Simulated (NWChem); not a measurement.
# BHF2 (SMILES FBF): a first try and a second

Aim: energy and one-electron properties of BHF2 at B97/def2-SVPD.

Program for the calculation: NWChem 7.3.0.

1 further run of the same task is left out (set aside as unsound or not needed).

**1. Starting point**

BHF2: 4 atoms, total charge 0, spin state singlet. As SMILES, `FBF`. Geometry: relaxed at PBE0-D4/def2-TZVP.

Bond lengths: F1–B2 1.313 Å, B2–F3 1.313 Å, B2–H4 1.191 Å. Angles: F1–B2–F3 118.1°, F1–B2–H4 121.0°, F3–B2–H4 121.0°.

**2. The input as first written**

bf2h.nw

```
start bf2h
title "BF2H"
memory stack 880 mb heap 220 mb global 1100 mb

geometry noautoz
  F      1.154300     0.456900    -0.361900
  B     -0.001900    -0.031000     0.025200
  F     -1.095400     0.528700    -0.438900
  H     -0.057000    -0.954600     0.775600
end

basis spherical bse
  * library cc-pVDZ-PP
end

dft
  xc becke97
  grid medium
  iterations 100
  mulliken
  print low
end

property
  octupole
  esp
  electrondensity
end

task dft property
```

The run is started by

```bash
nwchem bf2h.nw > bf2h.out
```

The log of the run:

```text
Northwest Computational Chemistry Package (NWChem) 7.3.0
             --------------------------------------------------------

           Job information
           ---------------

    nwchem branch   = 7.3.0
    use scalapack   = T
    input           = bf2h.nw
    prefix          = bf2h.
    data base       = ./bf2h.db
    status          = startup
    nproc           =        1

           Memory information
           ------------------

    heap     =     28835838 doubles =      220.0 Mbytes
    stack    =    115343355 doubles =      880.0 Mbytes
    global   =    144179200 doubles =     1100.0 Mbytes (distinct from heap & stack)
    total    =    288358393 doubles =     2200.0 Mbytes
    verify   = yes
    hardfail = no

           Directory information
           ---------------------

  0 permanent = .
  0 scratch   = .

[... 32 lines left out ...]
            Nuclear Dipole moment (a.u.)
[... 56 lines left out ...]
                              NWChem Property Module
                              ----------------------

                                       BF2H

  itol2e modified to match energy
  convergence criterion.

                                 NWChem DFT Module
                                 -----------------

                                       BF2H

  bas_tag_lib: failed to locate basis f_cc-pvdz-pp in file <dir>
 ------------------------------------------------------------------------
 bas_tag_lib: no such basis available                   0
 ------------------------------------------------------------------------
 ------------------------------------------------------------------------
  current input line :
    30: task dft property
 ------------------------------------------------------------------------
 ------------------------------------------------------------------------
 There is an error in the input file
 ------------------------------------------------------------------------

0:bas_tag_lib: no such basis available:Received an Error in Communication
  Errorcode: -1
```

It took 0.58 s on 1 thread of Intel Xeon at 2.60GHz (Ice Lake), shared host; peak memory 0.2 GiB.

**3. What went wrong**

The program broke off before the end.

The telling line is `bas_tag_lib: failed to locate basis f_cc-pvdz-pp in file <dir>`. The cause is that the program or basis doesn't cover what is asked for. To mend it: basis set def2-SVPD in place of cc-pVDZ-PP.

**4. The mended input**

bf2h.nw

```
start bf2h
title "BF2H properties"
memory 2200 mb
geometry noautoz
 F      1.154300     0.456900    -0.361900
 B     -0.001900    -0.031000     0.025200
 F     -1.095400     0.528700    -0.438900
 H     -0.057000    -0.954600     0.775600
end
basis spherical bse
 * library def2-SVPD
end
dft
 xc becke97
 grid medium
 mulliken
end
property
 octupole
 esp
 electrondensity
 moldenfile
 molden_norm janpa
end
task dft property
```

The run is started by

```bash
nwchem bf2h.nw > bf2h.out
```

The log of the run:

```text
[...]
 Group name             C2v
[...]
          Wavefunction type:  closed shell.
          No. of atoms     :     4
          No. of electrons :    24
[...]
          Charge           :     0
          Spin multiplicity:     1
[...]
          AO basis - number of functions:    74
[...]
              XC Information
              --------------
                    Becke 1997 Method XC Potential
                     Hartree-Fock (Exact) Exchange  0.194
                    Becke 1997 Exchange Functional  1.000
                  Becke 1997 Correlation Potential  1.000
[...]
 d= 0,ls=0.0,diis     1   -224.9426683265 -2.87D+02  1.72D-02  5.98D-01     0.4
[...]
 d= 0,ls=0.0,diis     7   -225.0147029489 -4.55D-09  2.54D-07  3.09D-10     1.8
         Total DFT energy =     -225.014702948900
      One electron energy =     -434.646088982000
           Coulomb energy =      173.043786180131
    Exchange-Corr. energy =      -25.300959348215
 Nuclear repulsion energy =       61.888559201185
[...]
      Total Density - Mulliken Population Analysis
     ---------------------------------------------
    Atom       Charge   Shell Charges
 -----------   ------   -------------------------------------------------------
    1 F    9     9.31   1.99  1.14  0.71  0.13  3.37  1.82  0.13  0.01  0.01
    2 B    5     4.59   1.98  0.75  0.05  0.01  1.49  0.08  0.21  0.02
    3 F    9     9.31   1.99  1.14  0.71  0.13  3.37  1.82  0.13  0.01  0.01
    4 H    1     0.80   0.77  0.01  0.01 -0.00
[...]
```

Run time: 2.4 s. Hardware: 1 thread of Intel Xeon at 2.60GHz (Ice Lake), shared host; peak memory 0.11 GiB.

Atomic charges (e):

```tsv
atom	Mulliken	Löwdin
F1	-0.310	-0.120
B2	+0.410	+0.210
F3	-0.310	-0.120
H4	+0.200	+0.030
```

**5. Results**

At B97/def2-SVPD:

| quantity | value |
| --- | --- |
| total energy | -225.01470 Eh |
| dipole moment | 0.90 D |
| HOMO energy | -10.57 eV |
| LUMO energy | -0.60 eV |
| HOMO–LUMO gap | 9.97 eV |

What this shows: Mulliken charges run from -0.31 on F1 to +0.41 on B2; in a basis this large or diffuse they mean little.
